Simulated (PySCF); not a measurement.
**EPR parameters of C6H9**

C6H9 (doublet state).
Atom-mapped SMILES: `[CH2:1]=[C:2]=[C:3]([CH3:4])[CH:5][CH3:6]` (hydrogens: H7, H8 on C1; H9, H10, H11 on C4; H12 on C5; H13, H14, H15 on C6)

Geometry (GFN2-xTB, Å), atoms numbered from 1 in this order:
```
atom  x, y, z in Å
C1     1.994   -1.308    0.371
C2     1.077   -0.434    0.134
C3     0.144    0.506   -0.110
C4     0.625    1.904   -0.427
C5    -1.218    0.252   -0.094
C6    -1.817   -1.076    0.190
H7     2.438   -1.914   -0.411
H8     2.376   -1.499    1.367
H9     1.702    1.978   -0.302
H10    0.143    2.625    0.231
H11    0.376    2.160   -1.456
H12   -1.897    1.065   -0.303
H13   -1.044   -1.815    0.389
H14   -2.421   -1.415   -0.655
H15   -2.483   -1.021    1.054
```

The hyperfine couplings belong to this conformer and change with its torsions.

Method: UKS B3LYP, pcH-1 on C H, non-relativistic, mean-field spin-orbit, GIAO (PySCF 2.14.0). One conformer (not necessarily the lowest) at the GFN2-xTB geometry, without solvent, vibrations or thermal averaging. Couplings are sensitive to structure, and on GFN2-xTB geometries they can be far from those on DFT ones. No stability test was run, so a lower SCF solution isn't excluded. ⟨S²⟩ is 0.775 where a pure state has 0.75.

| Quantity | Value |
| --- | --- |
| g1, g2, g3 | 2.00217, 2.00222, 2.00281 |
| g_iso | 2.00240 |
| Form of g | close to axial: the two nearest values differ by 8 % of g3 − g1 |
| ⟨S²⟩ | 0.7750 (exact 0.7500) |
| HOMO–LUMO gap, α and β orbitals | 5.18, 5.47 eV |
| Basis functions | 240 |

Isotropic coupling and dipolar principal values T1 to T3, in 10⁻⁴ cm⁻¹ (1 × 10⁻⁴ cm⁻¹ = 2.998 MHz):

| atom | isotope | a_iso | T1 | T2 | T3 | Mulliken spin population |
| --- | --- | --- | --- | --- | --- | --- |
| C1 | 13C | -12.9 | -3.0 | 0.7 | 2.3 | -0.11 |
| C2 | 13C | 16.3 | -16.8 | -12.7 | 29.6 | 0.57 |
| C3 | 13C | -16.9 | -9.2 | 3.7 | 5.5 | -0.25 |
| C4 | 13C | 2.5 | -0.3 | -0.1 | 0.4 | 0.01 |
| C5 | 13C | 21.0 | -18.9 | -18.2 | 37.1 | 0.72 |
| C6 | 13C | -7.4 | -0.5 | 0.2 | 0.2 | -0.06 |
| H7 | 1H | 35.7 | -1.0 | -0.7 | 1.7 | 0.05 |
| H8 | 1H | 35.8 | -1.0 | -0.7 | 1.7 | 0.05 |
| H9 | 1H | -0.8 | -0.8 | -0.5 | 1.3 | 0.00 |
| H10 | 1H | -4.3 | -0.7 | -0.4 | 1.2 | 0.00 |
| H11 | 1H | -5.4 | -0.8 | -0.3 | 1.1 | -0.01 |
| H12 | 1H | -14.9 | -9.0 | -0.1 | 9.1 | -0.03 |
| H13 | 1H | 0.6 | -1.3 | -0.4 | 1.7 | 0.00 |
| H14 | 1H | 23.2 | -1.3 | -0.9 | 2.1 | 0.03 |
| H15 | 1H | 22.8 | -1.3 | -0.9 | 2.1 | 0.03 |

Largest spin populations (Mulliken): C5 (+0.72), C2 (+0.57), C3 (-0.25) and C1 (-0.11). The angles at C5 add up to 360.0°, so it is planar; its axial dipolar tensor and the negative coupling of its proton fit spin in a p orbital normal to that plane.

Axes: g2 points within 6° of the C1–C2 bond.

Under fast tumbling the dipolar parts average out, and these isotropic splittings remain: 1 × 1H (H8, I = 1/2, 2 lines) with 3.83 mT, 1 × 1H (H7, I = 1/2, 2 lines) with 3.82 mT, 3 × 1H (H13/H14/H15, I = 1/2, 4 lines) with 1.66 mT, 1 × 1H (H12, I = 1/2, 2 lines) with 1.59 mT and 3 × 1H (H9/H10/H11, I = 1/2, 4 lines) with 0.37 mT.

Class means assume fast exchange of nuclei equivalent by connectivity; if that motion is slow, each nucleus keeps its own coupling. H7 and H8 aren't averaged: C1 is flat or nearly so (angle sum 360°), and its turn about the short C1–C2 bond (1.29 Å) is taken as slow. The three 1H nuclei of mean +46.7 MHz run from 1.9 to 69.6 MHz in the frozen geometry. The three 1H nuclei of mean -10.4 MHz run from -16.2 to -2.3 MHz in the frozen geometry.

The 13C coupling of C5 (62.9 MHz) shows only in satellite lines or after enrichment, since that isotope makes up about 1.07 % of natural carbon.

The spin density at the nucleus, in bohr⁻³, is negative for C3 (-0.0450), C1 (-0.0343) and C6 (-0.0198), for instance. A restricted open-shell determinant has no negative spin density anywhere; here it arises because α and β orbitals differ (spin polarisation).
